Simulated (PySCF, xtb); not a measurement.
nitrogen (N2), SMILES N#N.

Coordinates come from a B3LYP-D3(BJ)/def2-TZVPD optimisation.

Calculation: PySCF with IEF-PCM-B3LYP/def2-TZVPD.

The values are the electrostatic part of the solvation free energy, E(continuum) − E(gas) at the gas-phase geometry, in a cavity of scaled van der Waals radii (PySCF's table); cavitation and dispersion terms are not included. In vacuum the orbital gap is 11.10 eV. The dipole moment in vacuum is 0.00 D.

Computed values in water (ε = 78.36), benzene (ε = 2.27), chlorobenzene (ε = 5.70):
```tsv
solvent	ε	ΔG(elec) (kcal/mol)	dipole (D)	gap (eV)
water	78.36	-0.4	0.00	11.13
benzene	2.27	-0.2	0.00	11.11
chlorobenzene	5.70	-0.3	0.00	11.12
```

For comparison, GFN2-xTB/ALPB(water) (xtb, at the GFN2-xTB geometry, all terms of that model) gives -6.0 kcal/mol.
